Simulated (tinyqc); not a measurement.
Pariser-Parr-Pople SCF with singles CI, for the molecule Fc1[cH+]n1 (SMILES; centres numbered as the heavy atoms are written), step by step. Computed by tinyqc, a small Python program that keeps every step. Settings: charge = 1, gamma = MN, start = huckel, damping = 0, iteration cap = 59, excitations kept = 9. Command: `OMP_NUM_THREADS=1 python tinyqc.py 20859 20860 out.jsonl` (the two numbers bound the seeds that draw the settings). One thread of a shared host (Intel(R) Xeon(R) Processor @ 2.60GHz), about 0.03 s of CPU time with the checks. Later iterations appear only in the table of the cycle.

## PPP integrals

Centres (angstrom, eV; a flat drawing with bonds scaled to 1.40 angstrom):
```
centre        x        y  core charge z        W  gamma_rr
1F       1.6560   0.0000              2  39.0000   21.4000
2C       0.2560   0.0000              1  11.1600   11.1300
3C      -0.9560   0.7000              1  11.1600   11.1300
4N      -0.9560  -0.7000              1  14.1000   12.3000
```

Resonance integrals (eV):
```
i  j     beta
1  2  -2.1000
2  3  -2.3900
3  4  -2.5100
4  2  -2.5100
```

Mataga-Nishimoto: gamma = 14.399645/(R + a), a = 2 x 14.399645/(gamma_rr + gamma_ss); H_rr = -W_r - sum_(s != r) z_s gamma_rs; H_rs = beta for bonds.

repulsion gamma_rs (eV), order 1F, 2C, 3C, 4N:
$$\begin{pmatrix}
21.4000 & 6.3009 & 4.0116 & 4.0463 \\
6.3009 & 11.1300 & 5.3463 & 5.4777 \\
4.0116 & 5.3463 & 11.1300 & 5.4769 \\
4.0463 & 5.4777 & 5.4769 & 12.3000
\end{pmatrix}$$

core matrix H (eV), order 1F, 2C, 3C, 4N:
$$\begin{pmatrix}
-53.3588 & -2.1000 & 0.0000 & 0.0000 \\
-2.1000 & -34.5859 & -2.3900 & -2.5100 \\
0.0000 & -2.3900 & -30.0064 & -2.5100 \\
0.0000 & -2.5100 & -2.5100 & -33.1471
\end{pmatrix}$$

## Starting guess

pi electrons, sum of z_r less the charge = 4

Orbitals of the Hueckel matrix of the beta values.

P at the start, order 1F, 2C, 3C, 4N:
$$\begin{pmatrix}
1.5502 & 0.7189 & -0.3106 & -0.2897 \\
0.7189 & 0.8504 & 0.4719 & 0.4880 \\
-0.3106 & 0.4719 & 0.7961 & 0.7995 \\
-0.2897 & 0.4880 & 0.7995 & 0.8033
\end{pmatrix}$$

## Iteration 1: Fock matrix

F_rr = H_rr + P_rr gamma_rr / 2 + sum_(s != r) P_ss gamma_rs; F_rs = H_rs - P_rs gamma_rs / 2; E = tr P (H + F) / 2 + core repulsion sum_(r<s) z_r z_s gamma_rs.

F (eV), order 1F, 2C, 3C, 4N:
$$\begin{pmatrix}
-24.9694 & -4.3649 & 0.6231 & 0.5862 \\
-4.3649 & -11.4293 & -3.6514 & -3.8465 \\
0.6231 & -3.6514 & -10.4112 & -4.6995 \\
0.5862 & -3.8465 & -4.6995 & -12.9159
\end{pmatrix}$$

pi energy = -86.5767 eV

## Iteration 1: orbitals and new P

Diagonalise F (the basis is taken as orthonormal) and form P = 2 sum c c over the lowest orbitals.

orbital energies (eV): [-26.3120, -19.4756, -7.4936, -6.4446]

P after iteration 1, order 1F, 2C, 3C, 4N:
$$\begin{pmatrix}
1.8953 & 0.3841 & -0.1421 & -0.1754 \\
0.3841 & 0.5913 & 0.5209 & 0.6436 \\
-0.1421 & 0.5209 & 0.5991 & 0.7401 \\
-0.1754 & 0.6436 & 0.7401 & 0.9143
\end{pmatrix}$$

## Iteration 2: Fock matrix

As before.

F (eV), order 1F, 2C, 3C, 4N:
$$\begin{pmatrix}
-23.2505 & -3.3099 & 0.2851 & 0.3548 \\
-3.3099 & -11.1419 & -3.7824 & -4.2726 \\
0.2851 & -3.7824 & -10.9004 & -4.5367 \\
0.3548 & -4.2726 & -4.5367 & -13.3351
\end{pmatrix}$$

pi energy = -89.5784 eV

## Iteration 2: orbitals and new P

As before.

orbital energies (eV): [-24.2775, -19.8948, -7.6176, -6.8381]

P after iteration 2, order 1F, 2C, 3C, 4N:
$$\begin{pmatrix}
1.9303 & 0.3154 & -0.1107 & -0.1509 \\
0.3154 & 0.5718 & 0.5285 & 0.6617 \\
-0.1107 & 0.5285 & 0.5805 & 0.7297 \\
-0.1509 & 0.6617 & 0.7297 & 0.9173
\end{pmatrix}$$

## Convergence

Stop when output and input P, before any damping, agree to 1e-7.

Course of the cycle:
```
iteration      E (eV)  largest |P(out) - P(in)|
1          -86.576739                  3.45e-01
2          -89.578437                  6.87e-02
3          -89.658576                  1.87e-02
4          -89.664150                  5.29e-03
5          -89.664590                  1.51e-03
6          -89.664626                  4.34e-04
7          -89.664629                  1.25e-04
8          -89.664629                  3.58e-05
9          -89.664629                  1.03e-05
10         -89.664629                  2.96e-06
11         -89.664629                  8.51e-07
12         -89.664629                  2.45e-07
13         -89.664629                  7.04e-08
```

Converged in 13 iterations.

## Converged orbitals

Charges are z - P_rr.

orbital energies (eV): [-23.9273, -19.9577, -7.6915, -6.8885]

coefficients, order 1F, 2C, 3C, 4N:
$$\begin{pmatrix}
0.9273 & -0.3330 & 0.0813 & -0.1504 \\
0.3113 & 0.4326 & -0.3809 & 0.7555 \\
0.1327 & 0.5196 & -0.5577 & -0.6335 \\
0.1599 & 0.6572 & 0.7329 & -0.0727
\end{pmatrix}$$

pi charges: 1F 0.0585, 2C 0.4318, 3C 0.4248, 4N 0.0850

## Singles CI, singlets

Over the 4 single excitations with the smallest orbital gaps: A = (e_a - e_i) delta + 2 (ia|jb) - (ij|ab), with (pq|rs) = sum c_mp c_mq gamma_mn c_nr c_ns. f = 2/3 w |mu|^2 in atomic units, mu = sqrt2 sum c_ia sum_m c_mi c_ma R_m.

singlet CI matrix (eV), order 2>3, 2>4, 1>3, 1>4:
$$\begin{pmatrix}
9.1715 & 0.0457 & 0.1869 & -0.1591 \\
0.0457 & 9.1479 & -0.1629 & 0.2923 \\
0.1869 & -0.1629 & 11.9559 & 0.3844 \\
-0.1591 & 0.2923 & 0.3844 & 12.1632
\end{pmatrix}$$

singlet excitation energies (eV): [9.0496, 9.2054, 11.7203, 12.4633]

oscillator strengths: [0.5938, 0.4978, 0.0225, 0.0348]

## Singles CI, triplets

Over the 4 single excitations with the smallest orbital gaps: A = (e_a - e_i) delta - (ij|ab), with (pq|rs) = sum c_mp c_mq gamma_mn c_nr c_ns.

triplet CI matrix (eV), order 2>3, 2>4, 1>3, 1>4:
$$\begin{pmatrix}
4.7068 & 0.0072 & -0.9180 & -0.1482 \\
0.0072 & 6.3834 & -0.1482 & -0.5070 \\
-0.9180 & -0.1482 & 11.4182 & 0.8869 \\
-0.1482 & -0.5070 & 0.8869 & 11.0122
\end{pmatrix}$$

triplet excitation energies (eV): [4.5833, 6.3281, 10.3648, 12.2444]
